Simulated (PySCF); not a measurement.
Bonds (- single, = double, # triple, : aromatic): C1:C2 1.384 Å, C2:C3 1.397 Å, C3:N4 1.329 Å, N4:N5 1.316 Å, N5:C6 1.330 Å, C6:C1 1.397 Å. C1 carries H7; C2 carries H8; C3 carries H9; C6 carries H10.

- GIAO HF/pcSseg-2 shieldings
- geometry: PBE0-D3(BJ)/def2-SVP
- J couplings at B3LYP/pcJ-1 (spin–dipole term only in couplings to heteroatoms)
- code: PySCF
- single conformer, averaged over atoms made equivalent by symmetry, fast rotation or ring inversion, isolated molecule, relativity neglected

Shifts are taken against calculated references (same method and geometry level): $^{1}$H vs TMS.

The spectrum was simulated from the full spin Hamiltonian at 600 MHz with 1.2 Hz Lorentzian lines, from shifts rounded to 0.01 ppm and J to 0.1 Hz, couplings under 1 Hz left out.

**Question.** List the maxima of its $^{1}$H spectrum with integrals.

**Answer.** 
```csv
region,integral (H),ppm,Hz,height
1,2,9.528,5716.6,2
1,,9.523,5713.9,5
1,,9.516,5709.8,77
1,,9.510,5706.2,100
1,,9.510,5705.8,100
1,,9.504,5702.2,78
1,,9.497,5698.1,5
1,,9.492,5695.4,2
2,2,7.588,4552.6,2
2,,7.583,4549.9,5
2,,7.576,4545.8,78
2,,7.570,4542.2,100
2,,7.570,4541.8,100
2,,7.564,4538.2,77
2,,7.557,4534.1,5
2,,7.552,4531.4,2
```

**Question.** Summarise it as multiplets with assignments.

**Answer.** $^{1}$H NMR (600 MHz, computed): δ 9.51 (m, 2H, H9/H10), 7.57 (m, 2H, H7/H8). These are first-order names; overlap and second-order distortion can hide them in the list.

Splittings below 1 Hz are ignored in the labels, and close J values are merged. Couplings among chemically equivalent protons are left out too, so labels in AA′BB′ or AA′XX′ sets are apparent multiplicities. Unscaled 3J(H,H) at this level run about 10 % above measured values.
